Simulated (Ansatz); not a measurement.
Basis-set extrapolation for CH$_{4}$BCl (`CBCl`) (PBE0-D4/def2-TZVP geometry, frozen core, Ansatz). Multiplicity 1, RHF reference.

```csv
,def2-TZVPP,def2-QZVPP
HF,-524.459280,-524.475084
MP2 correlation,-0.469251,-0.506307
CCSD(T) correlation,-0.529338,not run
```

Energies in hartree. Use E(X) = E(∞) + A·exp(−7.88·√X) for Hartree–Fock and E(X) = E(∞) + B·X^(−2.97) for correlation, with X = 3 and 4, and add CCSD(T) minus MP2 of the smaller set to the MP2 limit.

**Question.** What is the CCSD(T) energy at the basis-set limit?

**Answer.** HF limit: -524.475084 + (-0.015804) × 0.13774 = -524.47726. MP2 limit: -0.506307 + (-0.037056) × 0.74074 = -0.53376. Higher-order term: -0.529338 − (-0.469251) = -0.06009. Total: -525.07111 hartree, 2.24 eV below CCSD(T)/def2-TZVPP.
